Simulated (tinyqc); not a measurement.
Inside a calculation (part 1 of 2). Method: UHF in the sto-3g basis, for BH, spin multiplicity 3. Computed by tinyqc, a small Python program that keeps every step (integrals from PySCF). Settings: charge = 0, multiplicity = 3, basis = sto-3g, energy threshold = 1e-08, iteration cap = 69, orthogonalisation = canonical, start = random, DIIS depth = 0, damping = 0.7, method = UHF. Command: `OMP_NUM_THREADS=1 python tinyqc.py 26594 26595 out.jsonl` (the two numbers bound the seeds that draw the settings). One thread of a shared host (Intel(R) Xeon(R) Processor @ 2.60GHz), about 0.1 s of CPU time with the checks. Later iterations appear only in the table of the cycle.

## One-electron integrals

Geometry (angstrom):

| atom | x | y | z |
|---|---|---|---|
| B | 0.000000 | 0.000000 | 0.000000 |
| H | 0.000000 | 0.000000 | 1.493000 |

Basis sto-3g: exponents (1/bohr^2) and contraction coefficients of normalised primitives:

| element | l (shell) | exponent | coefficient |
|---|---|---|---|
| B | s (1) | 48.791113 | 0.154329 |
| B | s (1) | 8.887362 | 0.535328 |
| B | s (1) | 2.405267 | 0.444635 |
| B | s (2) | 2.236956 | -0.099967 |
| B | s (2) | 0.519821 | 0.399513 |
| B | s (2) | 0.169062 | 0.700115 |
| B | p (3) | 2.236956 | 0.155916 |
| B | p (3) | 0.519821 | 0.607684 |
| B | p (3) | 0.169062 | 0.391957 |
| H | s (1) | 3.425251 | 0.154329 |
| H | s (1) | 0.623914 | 0.535328 |
| H | s (1) | 0.168855 | 0.444635 |

Overlap, kinetic and nuclear-attraction integrals over the contracted functions; the nuclear repulsion is the sum of Za Zb / Rab.

nuclear repulsion = 1.77219428 hartree

overlap S:
```
           1B 1s     1B 2s    1B 2px    1B 2py    1B 2pz     2H 1s
1B 1s   1.000000  0.269328  0.000000  0.000000  0.000000  0.033681
1B 2s   0.269328  1.000000  0.000000  0.000000  0.000000  0.332643
1B 2px  0.000000  0.000000  1.000000  0.000000  0.000000  0.000000
1B 2py  0.000000  0.000000  0.000000  1.000000  0.000000  0.000000
1B 2pz  0.000000  0.000000  0.000000  0.000000  1.000000  0.376668
2H 1s   0.033681  0.332643  0.000000  0.000000  0.376668  1.000000
```

kinetic energy T (hartree):
```
            1B 1s      1B 2s    1B 2px    1B 2py    1B 2pz      2H 1s
1B 1s   10.826302  -0.047967  0.000000  0.000000  0.000000  -0.009861
1B 2s   -0.047967   0.359168  0.000000  0.000000  0.000000   0.030699
1B 2px   0.000000   0.000000  1.123881  0.000000  0.000000   0.000000
1B 2py   0.000000   0.000000  0.000000  1.123881  0.000000   0.000000
1B 2pz   0.000000   0.000000  0.000000  0.000000  1.123881   0.106914
2H 1s   -0.009861   0.030699  0.000000  0.000000  0.106914   0.760032
```

nuclear attraction V (hartree):
```
             1B 1s      1B 2s     1B 2px     1B 2py     1B 2pz      2H 1s
1B 1s   -23.501827  -3.234823   0.000000   0.000000  -0.011805  -0.406664
1B 2s    -3.234823  -4.122390   0.000000   0.000000  -0.114049  -1.130552
1B 2px    0.000000   0.000000  -4.066501   0.000000   0.000000   0.000000
1B 2py    0.000000   0.000000   0.000000  -4.066501   0.000000   0.000000
1B 2pz   -0.011805  -0.114049   0.000000   0.000000  -4.142756  -1.208254
2H 1s    -0.406664  -1.130552   0.000000   0.000000  -1.208254  -2.991414
```

core Hamiltonian H = T + V (hartree):
```
             1B 1s      1B 2s     1B 2px     1B 2py     1B 2pz      2H 1s
1B 1s   -12.675525  -3.282790   0.000000   0.000000  -0.011805  -0.416525
1B 2s    -3.282790  -3.763222   0.000000   0.000000  -0.114049  -1.099853
1B 2px    0.000000   0.000000  -2.942620   0.000000   0.000000   0.000000
1B 2py    0.000000   0.000000   0.000000  -2.942620   0.000000   0.000000
1B 2pz   -0.011805  -0.114049   0.000000   0.000000  -3.018875  -1.101340
2H 1s    -0.416525  -1.099853   0.000000   0.000000  -1.101340  -2.231382
```

## Two-electron integrals

Functions are numbered as in S; the eight-fold symmetry (ij|kl) = (ji|kl) = (kl|ij) leaves the list below.

Two-electron integrals (ij|kl) in chemists' order, unique and non-zero (hartree):
```
(11|11) 2.923513   (21|11) 0.518376   (21|21) 0.109262   (22|11) 0.744229
(22|21) 0.193177   (22|22) 0.544804   (31|31) 0.020264   (32|31) 0.029996
(32|32) 0.120346   (33|11) 0.742491   (33|21) 0.193240   (33|22) 0.544682
(33|33) 0.586773   (41|41) 0.020264   (42|41) 0.029996   (42|42) 0.120346
(43|43) 0.031630   (44|11) 0.742491   (44|21) 0.193240   (44|22) 0.544682
(44|33) 0.523513   (44|44) 0.586773   (51|51) 0.020264   (52|51) 0.029996
(52|52) 0.120346   (53|53) 0.031630   (54|54) 0.031630   (55|11) 0.742491
(55|21) 0.193240   (55|22) 0.544682   (55|33) 0.523513   (55|44) 0.523513
(55|55) 0.586773   (61|11) 0.064475   (61|21) 0.013549   (61|22) 0.024065
(61|33) 0.023959   (61|44) 0.023959   (61|51) 0.000946   (61|52) 0.001764
(61|55) 0.024291   (61|61) 0.001730   (62|11) 0.178742   (62|21) 0.047251
(62|22) 0.149746   (62|33) 0.145269   (62|44) 0.145269   (62|51) 0.005146
(62|52) 0.033370   (62|55) 0.158548   (62|61) 0.006253   (62|62) 0.060793
(63|31) 0.004380   (63|32) 0.021302   (63|53) 0.005972   (63|63) 0.006069
(64|41) 0.004380   (64|42) 0.021302   (64|54) 0.005972   (64|64) 0.006069
(65|11) 0.177322   (65|21) 0.047446   (65|22) 0.158567   (65|33) 0.150336
(65|44) 0.150336   (65|51) 0.008721   (65|52) 0.052929   (65|55) 0.174849
(65|61) 0.006528   (65|62) 0.074968   (65|65) 0.096633   (66|11) 0.352789
(66|21) 0.094888   (66|22) 0.341549   (66|33) 0.322498   (66|44) 0.322498
(66|51) 0.011317   (66|52) 0.100118   (66|55) 0.379158   (66|61) 0.012695
(66|62) 0.186049   (66|65) 0.247639   (66|66) 0.774606
```

## Orthogonalisation

S = U s U^T; canonical form X = U s^(-1/2), so that X^T S X = 1. Each column of U has its largest component positive (the first on a tie).

eigenvalues of S: 0.473038  0.799455  1.000000  1.000000  1.176852  1.550655

X:
```
                1          2         3          4          5         6
1B 1s    0.336459   0.758637  0.000000   0.000000   0.578681  0.243902
1B 2s   -0.778463  -0.527877  0.000000   0.000000   0.411237  0.433603
1B 2px   0.000000   0.000000  0.351763   0.936089   0.000000  0.000000
1B 2py   0.000000   0.000000  0.936089  -0.351763   0.000000  0.000000
1B 2pz  -0.686770   0.555932  0.000000   0.000000  -0.532248  0.355908
2H 1s    0.960796  -0.295989  0.000000   0.000000  -0.249898  0.520306
```

Within a degenerate level the vectors are fixed only up to a rotation; this is one choice.

## Starting guess

The start is random orthonormal orbitals; D(s) = C_occ C_occ^T for each spin.

D(alpha) at the start:
```
            1B 1s      1B 2s     1B 2px     1B 2py     1B 2pz      2H 1s
1B 1s    0.931137  -0.341465  -0.228324  -0.019018   0.254701   0.026414
1B 2s   -0.341465   0.714986  -0.323983  -0.247657  -0.261988  -0.134726
1B 2px  -0.228324  -0.323983   0.496563  -0.164084   0.162076   0.107456
1B 2py  -0.019018  -0.247657  -0.164084   0.883117  -0.189474   0.153287
1B 2pz   0.254701  -0.261988   0.162076  -0.189474   0.212539  -0.088851
2H 1s    0.026414  -0.134726   0.107456   0.153287  -0.088851   1.100378
```

D(beta) at the start:
```
            1B 1s      1B 2s     1B 2px     1B 2py     1B 2pz      2H 1s
1B 1s    0.145787   0.156449  -0.189815  -0.040433  -0.058035   0.183929
1B 2s    0.156449   0.380446  -0.284444  -0.329770  -0.030067  -0.176435
1B 2px  -0.189815  -0.284444   0.277813   0.161436   0.063325  -0.097467
1B 2py  -0.040433  -0.329770   0.161436   0.397057  -0.027305   0.452634
1B 2pz  -0.058035  -0.030067   0.063325  -0.027305   0.027985  -0.129870
2H 1s    0.183929  -0.176435  -0.097467   0.452634  -0.129870   0.889465
```

## Iteration 1: building the Fock matrix

J_ij = sum D_kl (ij|kl) with D = D(alpha) + D(beta), K_ij = sum D_kl (ik|jl) for each spin; F = H + J - K(s); E = tr D H + tr D J / 2 - 0.5 sum_s tr D(s) K(s) + E_nn.

Coulomb J (hartree):
```
            1B 1s      1B 2s     1B 2px     1B 2py     1B 2pz      2H 1s
1B 1s    6.016225   1.317285  -0.053359  -0.031743   0.006349   0.164435
1B 2s    1.317285   3.104077  -0.171102  -0.116733   0.097545   0.960384
1B 2px  -0.053359  -0.171102   3.070884  -0.000168   0.014378  -0.026771
1B 2py  -0.031743  -0.116733  -0.000168   3.102880  -0.006476  -0.020356
1B 2pz   0.006349   0.097545   0.014378  -0.006476   3.131011   1.077130
2H 1s    0.164435   0.960384  -0.026771  -0.020356   1.077130   2.741291
```

exchange K(alpha) (hartree):
```
            1B 1s      1B 2s     1B 2px     1B 2py     1B 2pz      2H 1s
1B 1s    2.480051   0.378859  -0.243435  -0.065448   0.138119   0.075803
1B 2s    0.378859   0.574067  -0.248528  -0.143411  -0.078137   0.235852
1B 2px  -0.243435  -0.248528   0.410562  -0.091090   0.106772   0.000204
1B 2py  -0.065448  -0.143411  -0.091090   0.625155  -0.081225  -0.021043
1B 2pz   0.138119  -0.078137   0.106772  -0.081225   0.314240   0.227890
2H 1s    0.075803   0.235852   0.000204  -0.021043   0.227890   0.792655
```

exchange K(beta) (hartree):
```
            1B 1s      1B 2s     1B 2px     1B 2py     1B 2pz      2H 1s
1B 1s    0.664450   0.331126  -0.211042  -0.091630  -0.025353   0.105069
1B 2s    0.331126   0.378175  -0.247771  -0.152936  -0.017925   0.167694
1B 2px  -0.211042  -0.247771   0.232523   0.089620   0.019919  -0.074886
1B 2py  -0.091630  -0.152936   0.089620   0.298721   0.055592   0.088377
1B 2pz  -0.025353  -0.017925   0.019919   0.055592   0.120959   0.145430
2H 1s    0.105069   0.167694  -0.074886   0.088377   0.145430   0.590554
```

F(alpha) (hartree):
```
            1B 1s      1B 2s     1B 2px     1B 2py     1B 2pz      2H 1s
1B 1s   -9.139351  -2.344364   0.190076   0.033705  -0.143575  -0.327894
1B 2s   -2.344364  -1.233212   0.077426   0.026678   0.061633  -0.375320
1B 2px   0.190076   0.077426  -0.282299   0.090923  -0.092394  -0.026975
1B 2py   0.033705   0.026678   0.090923  -0.464895   0.074749   0.000687
1B 2pz  -0.143575   0.061633  -0.092394   0.074749  -0.202104  -0.252101
2H 1s   -0.327894  -0.375320  -0.026975   0.000687  -0.252101  -0.282747
```

F(beta) (hartree):
```
            1B 1s      1B 2s     1B 2px     1B 2py     1B 2pz      2H 1s
1B 1s   -7.323749  -2.296631   0.157683   0.059887   0.019897  -0.357159
1B 2s   -2.296631  -1.037319   0.076669   0.036203   0.001421  -0.307163
1B 2px   0.157683   0.076669  -0.104260  -0.089788  -0.005541   0.048115
1B 2py   0.059887   0.036203  -0.089788  -0.138461  -0.062069  -0.108733
1B 2pz   0.019897   0.001421  -0.005541  -0.062069  -0.008823  -0.169640
2H 1s   -0.357159  -0.307163   0.048115  -0.108733  -0.169640  -0.080646
```

total energy of this density = -17.33740128 hartree

This density is the starting one.

## Iteration 1: diagonalisation and new density

Diagonalise F' = X^T F X, C = X C', fill 4 alpha and 2 beta electrons from the bottom; D(s) = C_occ C_occ^T; the new density keeps 0.7 of the old one (damping). Each column has its largest component positive (the first on a tie).

F' = X^T F X (alpha) (hartree):
```
           1          2          3          4          5          6
1  -0.095818  -1.125877  -0.041764   0.059723  -0.858425  -0.485861
2  -1.125877  -3.857502   0.070549   0.037528  -3.567917  -1.930413
3  -0.041764   0.070549  -0.382423   0.128547   0.060686   0.055375
4   0.059723   0.037528   0.128547  -0.364771   0.188448   0.014459
5  -0.858425  -3.567917   0.060686   0.188448  -4.293404  -2.300455
6  -0.485861  -1.930413   0.055375   0.014459  -2.300455  -1.725394
```

orbital energies (alpha) (hartree): MO1 -9.147579, MO2 -0.716208, MO3 -0.537796, MO4 -0.347154, MO5 -0.206074, MO6 0.235499

coefficients C (alpha):
```
              MO1        MO2        MO3        MO4        MO5        MO6
1B 1s    1.003653  -0.249773   0.023284   0.011226  -0.006236   0.112615
1B 2s   -0.015441   0.964583  -0.075920  -0.118241   0.157132  -0.516422
1B 2px  -0.021179  -0.106994  -0.409415   0.292538   0.855544   0.054312
1B 2py  -0.003761   0.033095   0.829339   0.494119   0.238352  -0.100606
1B 2pz   0.015598  -0.213971  -0.293025   0.454546  -0.265903  -0.884005
2H 1s    0.001204   0.132013  -0.132628   0.551668  -0.296344   0.957460
```

F' = X^T F X (beta) (hartree):
```
           1          2          3          4          5          6
1   0.111523  -0.776718  -0.050143   0.065210  -0.664229  -0.336955
2  -0.776718  -2.538241   0.044215   0.049436  -2.886617  -1.581270
3  -0.050143   0.044215  -0.193360  -0.056306   0.142734  -0.011935
4   0.065210   0.049436  -0.056306  -0.049361   0.067830   0.105720
5  -0.664229  -2.886617   0.142734   0.067830  -3.620138  -2.067864
6  -0.336955  -1.581270  -0.011935   0.105720  -2.067864  -1.427603
```

orbital energies (beta) (hartree): MO1 -7.344091, MO2 -0.367712, MO3 -0.260535, MO4 -0.108646, MO5 0.013075, MO6 0.350730

coefficients C (beta):
```
              MO1        MO2        MO3        MO4        MO5        MO6
1B 1s    0.985142  -0.301438   0.065515  -0.082749  -0.026817   0.099324
1B 2s    0.049585   0.906474  -0.211354   0.369632   0.085311  -0.478597
1B 2px  -0.022102  -0.122957   0.381127   0.767977  -0.488706   0.102531
1B 2py  -0.008718   0.017031   0.763740   0.041623   0.622995  -0.162726
1B 2pz  -0.003307   0.036087   0.290121  -0.376008  -0.544884  -0.816645
2H 1s    0.001510   0.252631   0.342831  -0.353448  -0.140010   1.008970
```

D(alpha) after iteration 1:
```
            1B 1s      1B 2s     1B 2px     1B 2py     1B 2pz      2H 1s
1B 1s    0.972908  -0.316881  -0.160061  -0.009468   0.198504   0.009892
1B 2s   -0.316881   0.785611  -0.258703  -0.200182  -0.254831  -0.072661
1B 2px  -0.160061  -0.258703   0.427123  -0.174396   0.196104   0.135679
1B 2py  -0.009468  -0.200182  -0.174396   0.898102  -0.140299   0.157389
1B 2pz   0.198504  -0.254831   0.196104  -0.140299   0.250328   0.016222
2H 1s    0.009892  -0.072661   0.135679   0.157389   0.016222   0.872072
```

D(beta) after iteration 1:
```
            1B 1s      1B 2s     1B 2px     1B 2py     1B 2pz      2H 1s
1B 1s    0.420462   0.042195  -0.128283  -0.032420  -0.044865   0.106351
1B 2s    0.042195   0.513559  -0.232876  -0.226337  -0.011283  -0.054781
1B 2px  -0.128283  -0.232876   0.199151   0.112435   0.043018  -0.077556
1B 2py  -0.032420  -0.226337   0.112435   0.278050  -0.018920   0.318131
1B 2pz  -0.044865  -0.011283   0.043018  -0.018920   0.019983  -0.088175
2H 1s    0.106351  -0.054781  -0.077556   0.318131  -0.088175   0.641773
```

## Iteration 2: building the Fock matrix

As before.

Coulomb J (hartree):
```
            1B 1s      1B 2s     1B 2px     1B 2py     1B 2pz      2H 1s
1B 1s    6.772603   1.441694  -0.040668  -0.023120   0.005048   0.179849
1B 2s    1.441694   3.229297  -0.133141  -0.084913   0.081017   0.962975
1B 2px  -0.040668  -0.133141   3.195882  -0.003920   0.015821  -0.019908
1B 2py  -0.023120  -0.084913  -0.003920   3.230667  -0.004393  -0.014668
1B 2pz   0.005048   0.081017   0.015821  -0.004393   3.252305   1.063147
2H 1s    0.179849   0.962975  -0.019908  -0.014668   1.063147   2.609656
```

exchange K(alpha) (hartree):
```
            1B 1s      1B 2s     1B 2px     1B 2py     1B 2pz      2H 1s
1B 1s    2.634391   0.435185  -0.175995  -0.047449   0.098939   0.076407
1B 2s    0.435185   0.634761  -0.185176  -0.109024  -0.069774   0.247416
1B 2px  -0.175995  -0.185176   0.384675  -0.096815   0.130074   0.027604
1B 2py  -0.047449  -0.109024  -0.096815   0.646136  -0.053285  -0.003830
1B 2pz   0.098939  -0.069774   0.130074  -0.053285   0.366476   0.240424
2H 1s    0.076407   0.247416   0.027604  -0.003830   0.240424   0.698857
```

exchange K(beta) (hartree):
```
            1B 1s      1B 2s     1B 2px     1B 2py     1B 2pz      2H 1s
1B 1s    1.352332   0.388039  -0.152033  -0.066240  -0.019198   0.091899
1B 2s    0.388039   0.428640  -0.196425  -0.104766   0.007026   0.185138
1B 2px  -0.152033  -0.196425   0.200579   0.062417   0.011759  -0.061184
1B 2py  -0.066240  -0.104766   0.062417   0.244379   0.039223   0.062950
1B 2pz  -0.019198   0.007026   0.011759   0.039223   0.126913   0.129585
2H 1s    0.091899   0.185138  -0.061184   0.062950   0.129585   0.470792
```

F(alpha) (hartree):
```
            1B 1s      1B 2s     1B 2px     1B 2py     1B 2pz      2H 1s
1B 1s   -8.537312  -2.276281   0.135327   0.024329  -0.105697  -0.313083
1B 2s   -2.276281  -1.168686   0.052035   0.024111   0.036743  -0.384295
1B 2px   0.135327   0.052035  -0.131413   0.092895  -0.114253  -0.047512
1B 2py   0.024329   0.024111   0.092895  -0.358089   0.048892  -0.010838
1B 2pz  -0.105697   0.036743  -0.114253   0.048892  -0.133046  -0.278617
2H 1s   -0.313083  -0.384295  -0.047512  -0.010838  -0.278617  -0.320583
```

F(beta) (hartree):
```
            1B 1s      1B 2s     1B 2px     1B 2py     1B 2pz      2H 1s
1B 1s   -7.255254  -2.229135   0.111365   0.043119   0.012440  -0.328575
1B 2s   -2.229135  -0.962565   0.063284   0.019853  -0.040057  -0.322016
1B 2px   0.111365   0.063284   0.052683  -0.066337   0.004062   0.041276
1B 2py   0.043119   0.019853  -0.066337   0.043668  -0.043616  -0.077618
1B 2pz   0.012440  -0.040057   0.004062  -0.043616   0.106516  -0.167778
2H 1s   -0.328575  -0.322016   0.041276  -0.077618  -0.167778  -0.092519
```

total energy of this density = -19.44644323 hartree

This density is a damped mixture and is not idempotent.

## Iteration 2: diagonalisation and new density

As before.

F' = X^T F X (alpha) (hartree):
```
           1          2          3          4          5          6
1  -0.012707  -1.032246  -0.037776   0.054620  -0.763198  -0.478159
2  -1.032246  -3.483703   0.042865   0.011392  -3.362135  -1.783108
3  -0.037776   0.042865  -0.268864   0.144546   0.061278   0.022899
4   0.054620   0.011392   0.144546  -0.220639   0.161137  -0.019090
5  -0.763198  -3.362135   0.061278   0.161137  -4.053211  -2.170930
6  -0.478159  -1.783108   0.022899  -0.019090  -2.170930  -1.675760
```

orbital energies (alpha) (hartree): MO1 -8.540918, MO2 -0.641241, MO3 -0.434827, MO4 -0.336126, MO5 -0.063746, MO6 0.301975

coefficients C (alpha):
```
              MO1        MO2        MO3        MO4        MO5        MO6
1B 1s    1.000616  -0.255405  -0.029768   0.051245  -0.020389  -0.112701
1B 2s   -0.002998   0.928097   0.152079  -0.274321   0.177424   0.500554
1B 2px  -0.015884  -0.023668  -0.425873   0.078063   0.895238  -0.101362
1B 2py  -0.002862  -0.021677   0.699131   0.650209   0.284682   0.083194
1B 2pz   0.012607  -0.105486  -0.410989   0.375503  -0.126216   0.923873
2H 1s   -0.000613   0.246299  -0.282633   0.550182  -0.278642  -0.907205
```

F' = X^T F X (beta) (hartree):
```
           1          2          3          4          5          6
1   0.169998  -0.792148  -0.033836   0.039500  -0.647954  -0.357961
2  -0.792148  -2.497479   0.034084   0.031120  -2.938298  -1.537227
3  -0.033836   0.034084   0.001097  -0.046952   0.098323  -0.007162
4   0.039500   0.031120  -0.046952   0.095255   0.046370   0.085509
5  -0.647954  -2.938298   0.098323   0.046370  -3.502469  -2.033918
6  -0.357961  -1.537227  -0.007162   0.085509  -2.033918  -1.396655
```

orbital energies (beta) (hartree): MO1 -7.269005, MO2 -0.356399, MO3 -0.077593, MO4 0.020369, MO5 0.136159, MO6 0.416216

coefficients C (beta):
```
              MO1        MO2        MO3        MO4        MO5        MO6
1B 1s    0.987499  -0.272538   0.131286  -0.085349  -0.025817   0.092066
1B 2s    0.042829   0.826492  -0.468071   0.366276   0.083958  -0.443356
1B 2px  -0.015442  -0.081423   0.266451   0.746936  -0.599556   0.068957
1B 2py  -0.006092   0.055453   0.610491   0.356930   0.695357  -0.115185
1B 2pz  -0.001286   0.110381   0.378951  -0.307573  -0.334409  -0.910194
2H 1s   -0.000502   0.353376   0.466304  -0.312132  -0.121132   0.943130
```

D(alpha) after iteration 2:
```
            1B 1s      1B 2s     1B 2px     1B 2py     1B 2pz      2H 1s
1B 1s    1.002029  -0.299404  -0.109994  -0.002073   0.160263  -0.001149
1B 2s   -0.299404   0.837854  -0.213522  -0.167773  -0.257417  -0.040458
1B 2px  -0.109994  -0.213522   0.355468  -0.196005   0.199265   0.142224
1B 2py  -0.002073  -0.167773  -0.196005   0.902282  -0.110489   0.156612
1B 2pz   0.160263  -0.257417   0.199265  -0.110489   0.271590   0.100385
2H 1s   -0.001149  -0.040458   0.142224   0.156612   0.100385   0.743424
```

D(beta) after iteration 2:
```
            1B 1s      1B 2s     1B 2px     1B 2py     1B 2pz      2H 1s
1B 1s    0.609153  -0.025351  -0.087716  -0.029033  -0.040812   0.045404
1B 2s   -0.025351   0.564968  -0.183401  -0.144765   0.019454   0.049266
1B 2px  -0.087716  -0.183401   0.141466   0.077378   0.027422  -0.062919
1B 2py  -0.029033  -0.144765   0.077378   0.195568  -0.011406   0.228571
1B 2pz  -0.040812   0.019454   0.027422  -0.011406   0.017644  -0.050021
2H 1s    0.045404   0.049266  -0.062919   0.228571  -0.050021   0.486704
```
